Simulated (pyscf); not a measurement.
This saddle point was located with ωB97X-D3(BJ)/def2-SVP in PySCF.

```xyz
9

N      0.5633    -0.0720    -0.3037
W     -1.1688    -0.0830     0.1565
F     -1.3219    -1.9395     0.2226
F     -2.6577    -0.2303    -0.9410
F     -1.0865    -0.3038     1.9838
F     -1.6371     1.6448     0.6448
H      1.4017    -0.5370     0.0472
Cl    -0.6498     1.3930    -2.1699
H      0.4174     0.6957    -1.3989
```
Charge 0, spin multiplicity 1.

Surface: singlet, charge 0. Lowest wavenumbers (cm⁻¹): 1351i, 27, 129, 168, 204.

Question: What reaction is this the transition state of?

Answer: HN=W(F)(F)(F)–F + hydrogen chloride (HCl) ⇌ H₂N–W(F)(F)(F)(F)–Cl, an addition across a multiple bond or ene-type step read from left to right: Cl–H broken and H–N, Cl–W formed. At ωB97M-D3(BJ)/def2-TZVP it lies +29.0 kcal/mol from the left side and +42.1 kcal/mol from the right (each side as separated species at their lowest minima found). On the product side the descent ends in a point that may be a rotor saddle (no frequency run), 1.3 kcal/mol over the lowest minimum found and 43.1 kcal/mol under the saddle at ωB97X-D3(BJ)/def2-TZVP. At ωB97X-D3(BJ)/def2-TZVP the barrier from the zero used here is 25.3 kcal/mol. This is the saddle that the search found; another between the same sides may lie lower. Elements past Kr carry the def2 core potentials, without spin-orbit coupling.
